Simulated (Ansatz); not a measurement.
Input file:

```yaml
crystal:
  periodic: [false, false, false]
  atoms:
    - {symbol: B, position_ang: [0.000000, 0.000000, 0.712764]}
    - {symbol: O, position_ang: [0.000000, 0.000000, -2.598236]}
    - {symbol: H, position_ang: [0.000000, 0.000000, 1.885471]}
basis:
  gaussian: {orbitals: 6-31G}
correlation: {active_space: {window: {electrons: 4, orbitals: 4}}}
output: {forces: true}
```

```sh
$ ansatz run in.yaml --threads 1 --pin off --events-out ev --progress --plain --max-ram 2393MiB
```

Output:

```
233 factors; integrals over basis functions are off by at most 2.6e-4 eV
mean field evaluation 1: about -2681.6375 eV, gradient 7.0e1 eV
mean field evaluation 2: about -2681.6366 eV, gradient 7.0e1 eV
mean field evaluation 4: about -2696.8068 eV, gradient 4.5e1 eV
mean field evaluation 8: about -2714.8601 eV, gradient 3.0e0 eV
mean field evaluation 16: about -2712.5924 eV, gradient 2.6e1 eV
mean field evaluation 32: about -2714.8590 eV, gradient 1.8e0 eV
mean field evaluation 64: about -2698.3863 eV, gradient 1.7e1 eV
mean field evaluation 96: about -2714.5881 eV, gradient 4.4e-2 eV
mean field -2714.88904195 eV, -99.7703320738 hartree, gradient 2.0e-6 eV, S^2 0.000000; 7 other end points of the search recorded, 0 dependent functions left out
reference -2714.88904195 eV, -99.7703320738 hartree; 7, 7 occupied and 13, 13 virtual orbitals, 233 factors
state -2717.88990495 eV, -99.8806117548 hartree
the calculation of the forces begins
Total energy: -2717.88990495 eV, -99.8806117548 hartree
Atom 0 at     0.000000     0.000000     0.712764 Å, force    -0.000000     0.000000    -0.299198 eV/Å
Atom 1 at     0.000000     0.000000    -2.598236 Å, force     0.000000     0.000000     0.101618 eV/Å
Atom 2 at     0.000000     0.000000     1.885471 Å, force     0.000000    -0.000000     0.197580 eV/Å
Dipole moment:     0.000000    -0.000000     0.022733 e Å
```

Forces (eV/Å):
```
B    0.000  0.000 -0.299
O    0.000  0.000  0.102
H    0.000  0.000  0.198
```

Ran on 1 thread of Intel Xeon Platinum 8375C, shared host: 0.45 s wall, 0.18 GiB peak host memory.
